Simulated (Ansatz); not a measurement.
## Heating and cooling a random packing of Si$_{3}$N$_{4}$

A packing of 21 atoms, thrown in at random and pushed apart as soft spheres with like charges further apart (12 N, 9 Si) went through Langevin stages in a fixed cell of 11.43 Å³/atom, at one k point, without spin and with a Fermi–Dirac width of kT (0.05 eV at least). Method: DFT PBE, scalar-relativistic, plane waves, PAW in Ansatz 0.2.0.

| thermostat (K) | duration (fs) | friction (1/fs) | cutoff (eV) | mean T (K) | mean P (GPa) | mean square displacement (Å²) |
| --- | --- | --- | --- | --- | --- | --- |
| 4000 | 48 | 0.030 | 320 | 4533 | -2.3 | 0.44 |
| 4000 | 500 | 0.030 | 420 | 3761 | 9.9 | 2.18 |
| 2880 | 500 | 0.030 | 420 | 3054 | 8.2 | 1.39 |
| 1600 | 500 | 0.030 | 420 | 1587 | 4.0 | 0.12 |
| 300 | 500 | 0.030 | 420 | 313 | 1.9 | 0.07 |

Means run over the second half of a stage; pressure includes the kinetic part; displacements count from the stage's start, the atoms' common shift taken off. In so short a run the atoms moved about a bond length or less in the hot stages, so this is an annealed packing, not a quenched equilibrium liquid.

Cell and atoms were then relaxed on coarser meshes and computed once more: Plane waves to 420 eV, a k mesh through Γ of 4×4×4 on the computed 21-atom cell and Gaussian smearing (0.02 eV); no spin polarisation.

**Question.** What structure is left?

**Answer.** One draw of many: 11.58 Å³/atom with a gap on the mesh of 1.89 eV, 0.47 eV/atom below the elements' standard states (static lattices, no corrections for gases) (a random packing after short dynamics, relaxed).

Counting as bonded all pairs within 1.2 times the summed covalent radii:

```tsv
atom → neighbour	mean count	mean length (Å)	spread (Å)
N → N	0.17	1.47	0.00
N → Si	2.75	1.77	0.08
Si → N	3.67	1.77	0.08
Si → Si	0.89	2.53	0.11
```

Angles between all pairs of such bonds at an atom (mean ± spread): 118 ± 17° at N, 102 ± 29° at Si.

```xyz
21
Lattice="6.7397 0.1429 0.1811 0.1318 6.7374 0.3175 0.2176 0.3521 5.3804" Properties=species:S:1:pos:R:3 pbc="T T T"
Si    1.3866    4.8647    3.6255
Si    3.7668    6.6895    2.8302
Si    1.3988    2.2752    2.1847
Si    6.1782    4.4440    1.5041
Si    5.3401    2.1603    3.7557
Si    4.3693    4.4216    4.4550
Si    0.5932    2.1803    4.7973
Si    3.1224    1.0232    0.1769
Si    1.5430    5.7906    0.6386
N     1.4740    3.1434    3.6051
N     0.2441    2.6337    1.0145
N     4.9890    0.6421    3.1534
N     1.7854    0.9369    4.9324
N     2.6089    1.2060    1.8627
N     0.7393    5.3495    2.1021
N     5.3802    3.8587    3.1049
N     3.7092    5.9950    1.0598
N     4.6244    4.9569    0.5758
N     4.1509    2.7230    4.9565
N     3.0680    5.4108    3.7943
N     0.6717    5.2344    5.1106
```

Cost: 6 runs of about 32 core-minutes in all (earlier runs that led there not counted), on Arm Neoverse V2 (shared hosts).